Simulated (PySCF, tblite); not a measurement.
Compound: PF2PH2, F₂H₂P₂.
Z-matrix (Å and degrees, GFN2-xTB geometry), rows numbered from 1:
```
F 
P   1  1.6215
F   2  1.6213  1   94.27
P   2  2.1947  1   97.54  3    98.16
H   4  1.3973  2   89.78  1   178.63
H   4  1.3975  2   89.83  1    86.31
```

Method used: PBE0/pcSseg-1 in PySCF (dipole) on a GFN2-xTB geometry, gas phase.

Masses are those of the commonest isotopes; rigid-rotor values at the optimised geometry. The values belong to one conformer with, in the numbering `[F:1][P:2]([F:3])[PH2:4]`, F1–P2–P4–H 179° and 86°.

(1) What are A, B and C (MHz)?

(2) Classify the top.

(3) What does the inertial defect say?

(4) Give the other two planar moments, Paa and Pbb, and the rms extents of the mass along the axes.

(5) Which lines would a microwave search look for?

(6) Estimate the classical rotational partition function at 10 K, 25 K and 298.15 K.

Results:

(1) Ia = 73.19, Ib = 151.33, Ic = 189.57 u·Å²; 505379 MHz·u·Å²/I gives A = 6905, B = 3340, C = 2666 MHz.

(2) An asymmetric top. Ray's parameter κ = (2B − A − C)/(A − C) = -0.682; −1 is the prolate and +1 the oblate limit.

(3) Not planar: Δ = Ic − Ia − Ib = -34.95 u·Å². For a rigid frame Δ = −2 Σ m c², so Σ m c² = 17.47 u·Å² lies off the ab plane: 1.08 from hydrogen and 16.40 from heavier atoms. The atom farthest from that plane is 0.73 Å away.

(4) Paa = Σ m a² = (Ib + Ic − Ia)/2 = 133.85 and Pbb = Σ m b² = (Ia + Ic − Ib)/2 = 55.71 u·Å². With the mass M = 101.96 u, the rms extents √(P/M) along a, b and c are 1.15, 0.74, 0.41 Å.

(5) The dipole components are |μa| = 1.61 D, |μb| = 0.00 D, |μc| = 1.91 D; the mirror of this Cs structure is the ac plane, so μb vanishes by symmetry and there are no b-type lines. The squared components, which scale the intensities, stand as 0.71 : 1.00 (a : c). Some lines, for components of 0.1 D or more:

| type | branch | J(Ka,Kc) | MHz | lower level (cm⁻¹) |
| --- | --- | --- | --- | --- |
| a | Q | 3(2,1) ← 3(2,2) | 425 | 1.723 |
| a | Q | 1(1,0) ← 1(1,1) | 674 | 0.319 |
| c | Q | 3(1,3) ← 3(0,3) | 2255 | 1.188 |
| c | Q | 2(1,2) ← 2(0,2) | 2979 | 0.598 |
| a | Q | 3(1,2) ← 3(1,3) | 4035 | 1.263 |
| c | Q | 3(2,2) ← 3(1,2) | 9745 | 1.398 |
| c | R | 1(1,0) ← 0(0,0) | 10245 | 0.000 |
| c | Q | 2(2,1) ← 2(1,1) | 10697 | 0.765 |
| a | R | 2(1,2) ← 1(1,1) | 11337 | 0.319 |
| a | R | 2(0,2) ← 1(0,1) | 11924 | 0.200 |
| a | R | 2(1,1) ← 1(1,0) | 12685 | 0.342 |
| c | R | 2(1,1) ← 1(0,1) | 16924 | 0.200 |
| a | R | 3(1,3) ← 2(1,2) | 16955 | 0.697 |
| a | R | 3(0,3) ← 2(0,2) | 17679 | 0.598 |
| a | R | 3(2,2) ← 2(2,1) | 18017 | 1.122 |
| a | R | 3(2,1) ← 2(2,0) | 18355 | 1.125 |
| c | Q | 3(3,1) ← 3(2,1) | 19139 | 1.737 |
| c | R | 2(2,0) ← 1(1,0) | 23469 | 0.342 |
| c | R | 3(1,2) ← 2(0,2) | 23969 | 0.598 |
| c | R | 3(2,1) ← 2(1,1) | 29138 | 0.765 |
| c | R | 3(2,2) ← 2(1,2) | 30735 | 0.697 |
| c | R | 3(3,0) ← 2(2,0) | 37501 | 1.125 |

(6) Point group Cs, symmetry number σ = 1; q = (√π/σ)·√((kT/h)³/(ABC)), k/h = 20836.6 MHz/K: 680 at 10 K, 2690 at 25 K, 111000 at 298.15 K.

Its GFN2-xTB frequencies are all real (lowest 103 cm⁻¹). No vibrational averaging or centrifugal distortion is included, and the geometry carries the error of its method.
